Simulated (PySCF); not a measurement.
BH5N2: core ionisation energies

Compound: diaminoborane, BH₅N₂.
Cartesian coordinates in Å at the PBE0-D3(BJ)/def2-SVP level; atoms count from 1:
```xyz
8
BH5N2 angstrom
N      1.2342   -0.2483    0.0479
B      0.0127    0.4451    0.1883
N     -1.2382   -0.1054   -0.1651
H      1.3206   -1.1883   -0.3137
H      2.1155    0.1683    0.3060
H      0.0395    1.5731    0.6356
H     -1.3681   -1.0347   -0.5411
H     -2.0981    0.4090   -0.0516
```

Theory: delta-SCF UKS SCAN, pcX-2 on the ionised atom, pcseg-1 elsewhere, spin-free X2C (PySCF). Binding energies are ΔSCF values: E(core-ionised, relaxed orbitals) − E(ground state) at a fixed geometry, referred to the vacuum level.

Problem. List the computed XPS lines with their assignment.

Solution. 
```csv
atom(s),environment,level,binding energy (eV),count
N1/N3,boron-bound nitrogen,N 1s,404.76,2
B2,three-coordinate boron,B 1s,195.59,1
```

Problem. Which photon energy gives electrons from N 1s of N1/N3 a kinetic energy of 50 eV, and what is their de Broglie wavelength?

Solution. hν = 404.76 + 50 = 454.76 eV, recoil neglected; λ = 12.264 Å/√(E/eV) = 1.73 Å.

Atoms equivalent by their bonding share one computed value, that of the first of them. Isolated species at its PBE0-D3(BJ)/def2-SVP geometry, gas phase.
